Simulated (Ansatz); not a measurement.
The same path of C₃H₅N (9 atoms, charge 0, multiplicity 1) was run twice with different band settings. The coordinate that changes most is the dihedral H7–C2–C3–N4.

These are results of RHF/def2-SVP in Ansatz 0.2.0, not measurements.

Relaxed end points:

```xyz
9
Properties=species:S:1:pos:R:3
C 1.321 -0.221 0.027
C 0.309 0.631 -0.029
C -1.112 0.243 -0.226
N -1.680 -0.801 0.169
H 2.338 0.121 0.168
H 1.178 -1.290 -0.083
H 0.502 1.697 0.038
H -1.716 0.965 -0.778
H -1.052 -1.390 0.696
```

```xyz
9
Properties=species:S:1:pos:R:3
C 1.481 0.012 -0.346
C 0.335 0.186 0.293
C -0.965 -0.258 -0.249
N -2.085 -0.126 0.297
H 2.421 0.347 0.072
H 1.523 -0.474 -1.315
H 0.319 0.676 1.262
H -0.927 -0.749 -1.222
H -2.012 0.339 1.191
```

Common settings: spring 5.0 eV/Å²; optimiser quadratic models (default); start path through a guess of the saddle point; force threshold 0.05 eV/Å; iteration limit 60; end points relaxed.

| run | movable images | climbing image |
| --- | --- | --- |
| 1 | 5 | yes |
| 2 | 3 | no |

**Question.** What does each run give, and how far can it be trusted?

**Answer.** Run 1: converged after 8 iterations, highest image 0.133 eV above the first end. A vibrational analysis at the climbing image gives one clearly imaginary mode, 178i cm⁻¹: a first-order saddle point.
Run 2: converged after 7 iterations, highest image 0.127 eV above the first end. No image climbed, so the highest image needn't sit at the top of the path. So few images can step over the top or miss a turn of the path.
